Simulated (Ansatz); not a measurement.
**ClF, singlet: energies of several shapes or isomers**

Calculated in Ansatz's Gaussian-basis code. Basis aug-cc-pV(T+d)Z on Cl, aug-cc-pVTZ on F, nonrelativistic, 6 orbitals frozen in the corrections; active space CAS(10,6). Restricted Hartree–Fock, then the lowest state-specific CASSCF solution met for each case. Coupled cluster stands on the determinant that it favours, not always the lowest RHF. Single-reference values can break down or jump between states where bonds are stretched. Unlike active orbitals can shift such differences by tenths of an eV, at times by over 1 eV. The orbital stability of a CASSCF solution shown is undecided.

Case A: bond length 1.6280 Å.

Case B: bond length 1.7908 Å.

Energy less that of case A, in eV:

```
case  RHF/ROHF  CASSCF
   B    +0.547  +0.143
```

Task: What does CCSDT give for these differences?

Result: B: +0.230 eV (5.3 kcal/mol).
